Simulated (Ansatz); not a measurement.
Input file:

```yaml
crystal:
  periodic: [false, false, false]
  atoms:
    - {symbol: Si, position_ang: [0.000000, 0.000000, 0.236949]}
    - {symbol: N, position_ang: [0.000000, 0.000000, -1.961051]}
    - {symbol: H, position_ang: [0.000000, 0.000000, 1.724101]}
basis:
  gaussian: {orbitals: 6-31G}
correlation: {method: fci, electrons: outside_noble_gas}
```

```sh
$ ansatz run in.yaml --threads 1 --pin off --events-out ev --progress --plain --max-ram 2393MiB
```

Log:

```
505 factors; integrals over basis functions are off by at most 4.3e-8 eV
mean field evaluation 1: about -9338.5495 eV, gradient 5.5e1 eV
mean field evaluation 2: about -9338.5497 eV, gradient 5.5e1 eV
mean field evaluation 4: about -9347.2954 eV, gradient 2.5e1 eV
mean field evaluation 8: about -9349.4805 eV, gradient 3.1e-1 eV
mean field evaluation 16: about -9349.4805 eV, gradient 4.4e-4 eV
mean field evaluation 32: about -9346.6823 eV, gradient 1.2e1 eV
mean field evaluation 64: about -9346.9904 eV, gradient 4.8e-1 eV
mean field evaluation 96: about -9340.8892 eV, gradient 1.5e1 eV
mean field evaluation 128: about -9349.2881 eV, gradient 2.1e0 eV
mean field evaluation 160: about -9347.1837 eV, gradient 2.2e-6 eV
mean field -9349.51374983 eV, -343.5882929784 hartree, gradient 8.6e-6 eV, S^2 0.000000; 11 other end points of the search recorded, 0 dependent functions left out; unrestricted orbitals would lower it
determinant -9349.51374983 eV, -343.5882929784 hartree, with singles and doubles -9355.98188902 eV, -343.8259927091 hartree
determinant -9349.48048941 eV, -343.5870706804 hartree, with singles and doubles -9356.65611749 eV, -343.8507701485 hartree
determinant -9347.18370136 eV, -343.5026652762 hartree, with singles and doubles -9352.00679296 eV, -343.6799106232 hartree
determinant -9346.99023255 eV, -343.4955554288 hartree, with singles and doubles -9351.12422866 eV, -343.6474769836 hartree
unrestricted determinant -9354.12577484 eV, -343.7577817713 hartree, S^2 2.5053
6 core orbitals not correlated: weight in the atoms' cores, before any rotation towards them, 1.000 or more for the frozen orbitals, at most 0.000 for the correlated occupied ones
reference -9349.51374983 eV, -343.5882929784 hartree; 5, 5 occupied and 13, 13 virtual orbitals, 505 factors
state -9357.65156006 eV, -343.8873519881 hartree
6 core orbitals not correlated: weight in the atoms' cores, before any rotation towards them, 1.000 or more for the frozen orbitals, at most 0.000 for the correlated occupied ones
state -9357.65154230 eV, -343.8873513356 hartree
Total energy: -9357.65156006 eV, -343.8873519881 hartree
```

Natural occupations: 1.9791 1.9587 1.7997 1.6376 1.6375 0.3545 0.3544 0.2065 0.0269 0.0104 0.0081 0.0081 0.0043 0.0039 0.0034 0.0034 0.0030 0.0005.

Ran on 1 thread of Arm Neoverse V1, shared host: 6.1 min wall, 1.2 GiB peak host memory.
